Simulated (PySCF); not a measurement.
# P: electron affinity

P⁻ [Ne] 3s2 3p4 (3P) → P [Ne] 3s2 3p3 (4S), as a difference of total energies. Calculation: PySCF 2.14, in def2-TZVPPD (6s5p4d1f, 48 functions); the non-relativistic Hamiltonian (point nucleus). Correlated levels: valence: [Ne] frozen. The calculations carry no spin-orbit coupling.

```
           method  electron affinity (eV)  plus first-order spin-orbit estimate  error of that sum (eV)
              UHF                  -0.613                                -0.601                  -1.348
    MP2 (valence)                   0.078                                 0.090                  -0.657
SCS-MP2 (valence)                   0.151                                 0.163                  -0.584
   CCSD (valence)                   0.179                                 0.191                  -0.556
CCSD(T) (valence)                   0.221                                 0.233                  -0.514
```

Reference: 0.747 eV (measured; photodetachment measurements, as compiled on the Wikipedia data page of electron affinities).

A first-order spin-orbit estimate (lowest level to lowest level, LS coupling) adds 0.012 eV.

Errors of the correlated levels include the incompleteness of this basis and the frozen core.

A negative affinity means that the anion lies above the atom at that level of theory.
